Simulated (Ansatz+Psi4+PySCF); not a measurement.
A calculation with Psi4 1.11.

```
molecule {
1 2
O 0.000000 0.000000 -1.219190
S 0.000000 0.000000 0.609590
}

basis {
assign O cc-pVTZ
assign S cc-pV(T+d)Z
}
set reference uhf
set scf_type pk
energy('scf')
```

The input is written out from the run's settings.

Results

```json
{
 "Converged": "yes",
 "Total energy": "-471.85918 hartree",
 "Spin squared of the determinant": "0.873",
 "Occupied orbitals by symmetry in an Abelian subgroup (alpha; beta)": "7 A1 2 B1 3 B2; 7 A1 2 B1 2 B2"
}
```

This is not the lowest solution: another run reaches a determinant 3.43 eV lower. Caution: the unrestricted determinant is spin contaminated.
